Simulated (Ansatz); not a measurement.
**B2 (singlet): wave-function methods side by side at distance B1–B2 = 1.981 Å, cc-pVTZ**

One table from this session's results is given with a row withheld; the runs are named, their logs left out.

Computed with Ansatz 0.2.0, Gaussian basis. Level: cc-pVTZ, core rule «outside noble gas», up to 2 orbitals frozen.

To be run: UHF; CCSD(T) on RHF; CCSD(T) on UHF; BCCD(T) on RHF; CISD; CCSDT(Q) on RHF; CCSDT(Q) on UHF; CCSDTQ on RHF; CASSCF and MRCISD+Q, 2 electrons in 2 orbitals; CASSCF and NEVPT2, 2 electrons in 2 orbitals; CASSCF and MRCISD+Q, 6 electrons in 8 orbitals; CASSCF and NEVPT2, 6 electrons in 8 orbitals; Full CI.

2 further runs of the same task are left out: 2 for a known fault of the program.

## What is computed

The geometry derives from a PBE0/def2-TZVP stationary point (not a proven minimum). One bond is set to the value named and the two fragments are kept rigid.

2 atoms, charge 0, spin multiplicity 1.

Atoms are counted from 1 here; the program's logs count them from 0.

No contacts short enough for the rule that draws bonds.

The first run:

in.yaml reads:

```yaml
crystal:
  periodic: [false, false, false]
  atoms:
    - {symbol: B, position_ang: [0.000000, 0.000000, 0.000000]}
    - {symbol: B, position_ang: [0.000000, 0.000000, 1.981000]}
basis:
  gaussian: {orbitals: cc-pVTZ}
magnetization: {spin_polarized: true, initial_magnetization: 0}
hamiltonian: {xc: hf}
output: {orbitals: {seedname: orbitals}}
```

The run is started by

```sh
> ansatz run in.yaml --threads 1 --pin off --events-out ev --progress --plain --max-ram 4096MiB --backend cpu
```

Steps of the session up to this table: UHF; CCSD(T) on RHF; CCSD(T) on UHF; BCCD(T) on RHF; CISD; CCSDT(Q) on RHF; CCSDT(Q) on UHF; CCSDTQ on RHF; CASSCF and MRCISD+Q, 2 electrons in 2 orbitals; CASSCF and NEVPT2, 2 electrons in 2 orbitals; CASSCF and MRCISD+Q, 6 electrons in 8 orbitals; CASSCF and NEVPT2, 6 electrons in 8 orbitals; Full CI.

One table of the session follows, with a row left open; its other results are not shown here.

It belongs to the step «Misses and costs». 

```
   method  from FCI (kJ/mol)
      RHF                  ?
     RMP2             +141.7
     CISD              +60.0
    RCCSD              +24.8
 RCCSD(T)               +9.5
  BCCD(T)               +9.5
   RCCSDT               +4.4
RCCSDT(Q)               +2.2
  RCCSDTQ               +0.3
      FCI                  0
```

**Question.** Estimate the row for RHF.

**Answer.** from FCI (kJ/mol): +459.7. In the column «from FCI (kJ/mol)» it is the highest.

Caveats from the session: Left out of the table: CASSCF pair, NEVPT2 pair, CASSCF valence, NEVPT2 valence, MRCISD valence, MRCISD+Q valence (the active space lost an orbital or holds another state than full CI finds). Left out of the table: UHF, UMP2, UCCSD, UCCSD(T), UCCSDT, UCCSDT(Q) (another determinant or state than the rows shown). Warnings in the runs' records: passed over end.
